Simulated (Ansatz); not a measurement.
This script for a rigid scan of one bond length of AlH2O, SMILES [O][AlH2] with the Python package of Ansatz (0.2.0) holds a mistake.

`alh2o_scan.py`
```python
# -*- coding: utf-8 -*-
import warnings

import ansatz as az
from ase import Atoms
import numpy as np

warnings.simplefilter("ignore", az.DeckWarning)

atoms = Atoms(["O", "Al", "H", "H"], positions=[
    [0.0773, -0.9412, 1.5441],
    [-0.0156, 0.024, -0.0537],
    [-1.1508, -0.3192, -1.1651],
    [1.1445, 1.1761, -0.3456],
])
system = az.Crystal.molecule_from_ase(atoms)

symbols = [site.symbol for site in system.cartesian_sites]
start = np.array([site.position_ang for site in system.cartesian_sites])
axis = (start[3] - start[1]) / np.linalg.norm(start[3] - start[1])
moving = [3]
lengths, energies = [1.462, 1.528, 1.594, 1.661, 1.727, 1.794, 1.86, 1.96], []
for length in lengths:
    xyz = start.copy()
    xyz[moving] += (length - np.linalg.norm(start[3] - start[1])) * axis
    point = az.Crystal.molecule()
    for symbol, place in zip(symbols, xyz):
        point = point.atom(symbol, place.tolist())
    model = point.calculation()
    model = model.basis(gaussian="6-31G*")
    model = model.correlation("ccsd_t")
    model = model.spin("collinear", total=1)
    summary = model.run().report()
    energies.append(summary["free_energy_ev"])
    print(f"r = {length:6.3f} A  E = {energies[-1]:.5f} eV  <S^2> = {abs(summary['mean_field']['state']['spin_squared']):.3f}")

fit = np.polynomial.Polynomial.fit(lengths, np.array(energies) - min(energies), 4).convert()
roots = [r.real for r in fit.deriv().roots() if abs(r.imag) < 1e-9 and fit.deriv(2)(r.real) > 0]
r_e = min(roots, key=lambda r: abs(r - lengths[int(np.argmin(energies))]))
print(f"minimum of the fit at {r_e:.4f} A, force constant {fit.deriv(2)(r_e):.2f} eV/A^2")
```

Running `python alh2o_scan.py` prints:
```text
Traceback (most recent call last):
  File "alh2o_scan.py", line 33, in <module>
    summary = model.run().report()
TypeError: 'dict' object is not callable
```

Find the fault and give the corrected script.

The fault: report is a dict, not a method. The change:

```diff
--- before
+++ after
@@ -32,3 +32,3 @@
     model = model.spin("collinear", total=1)
-    summary = model.run().report()
+    summary = model.run().report
     energies.append(summary["free_energy_ev"])
```

The mended script runs so:

```console
$ python alh2o_scan.py
r =  1.462 A  E = -8656.36095 eV  <S^2> = 0.758
r =  1.528 A  E = -8656.46663 eV  <S^2> = 0.758
r =  1.594 A  E = -8656.49539 eV  <S^2> = 0.758
r =  1.661 A  E = -8656.46407 eV  <S^2> = 0.758
r =  1.727 A  E = -8656.38792 eV  <S^2> = 0.758
r =  1.794 A  E = -8656.27636 eV  <S^2> = 0.758
r =  1.860 A  E = -8656.14196 eV  <S^2> = 0.758
r =  1.960 A  E = -8655.90808 eV  <S^2> = 0.759
minimum of the fit at 1.5904 A, force constant 13.83 eV/A^2
```

Caveats:
- Total energies depend on the basis set; only differences at equal settings carry meaning.
- The rest of the molecule is held rigid at a force-field or estimated start geometry, and the basis set is modest; single-reference methods fail as a bond breaks.
- The species is open-shell (spin multiplicity 2).
- S² is that of the Hartree-Fock reference.
- The whole script took 27 s on 1 thread of Arm Neoverse V2, with other jobs on the host, peak memory 0.17 GiB.
